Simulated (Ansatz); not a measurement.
Density of states of CaGa4 (C2/m, a = 6.146 Å, b = 6.081 Å, c = 6.071 Å, α = 90.00°, β = 119.04°, γ = 90.00°), in states per eV and primitive cell, averaged over bins of 0.4 eV. Theory: DFT r2SCAN, scalar-relativistic, plane waves, PAW in Ansatz 0.2.0.

Settings: cutoff 500 eV, Γ-centred mesh 10×10×8 on the computed 5-atom cell, Gaussian smearing of 0.10 eV; no spin polarisation.

The cell is relaxed at this level. The states (both spins) are summed by tetrahedra on a 15×15×12 mesh at the self-consistent density. Energies are bin centres; the table starts no lower than −8 eV and ends at 6 eV, or lower where the solved bands end.

It is a metal at this level.

```tsv
E − E_F (eV)	total	Ga 4p	Ga 4s	Ca 4s
-7.85	0.92	0.43	0.46	0.01
-7.45	0.75	0.36	0.37	0.00
-7.05	0.65	0.30	0.33	0.00
-6.65	1.05	0.51	0.51	0.01
-6.25	1.70	0.89	0.76	0.02
-5.85	1.37	0.73	0.60	0.01
-5.45	0.99	0.54	0.43	0.01
-5.05	0.73	0.40	0.31	0.00
-4.65	1.05	0.62	0.39	0.01
-4.25	1.38	0.94	0.38	0.02
-3.85	1.47	1.13	0.28	0.02
-3.45	1.42	1.14	0.23	0.02
-3.05	1.91	1.63	0.21	0.02
-2.65	2.20	1.90	0.20	0.02
-2.25	2.28	1.96	0.19	0.02
-1.85	2.02	1.71	0.18	0.01
-1.45	1.77	1.46	0.19	0.01
-1.05	1.64	1.34	0.18	0.01
-0.65	1.42	1.13	0.17	0.01
-0.25	0.66	0.50	0.09	0.01
0.15	0.90	0.58	0.19	0.02
0.55	1.59	0.84	0.45	0.05
0.95	2.85	1.33	0.81	0.09
1.35	2.40	1.18	0.57	0.07
1.75	2.86	1.37	0.58	0.09
2.15	3.09	1.35	0.46	0.08
2.55	3.11	1.25	0.40	0.11
2.95	3.01	1.07	0.35	0.10
3.35	4.38	1.20	0.42	0.17
3.75	5.89	1.15	0.38	0.21
4.15	4.75	1.00	0.31	0.21
4.55	3.47	0.94	0.32	0.16
4.95	3.76	1.30	0.40	0.13
```

The columns after the total are the Löwdin projections on the occupied valence shells of the potentials. The rest of the total lies in shells that are empty in the free atom, which aren't projected, and between the atoms.

Whether CaGa4 exists in this form wasn't checked.

Cost: 1 run of about 6.7 core-minutes, on Arm Neoverse V1 (shared hosts).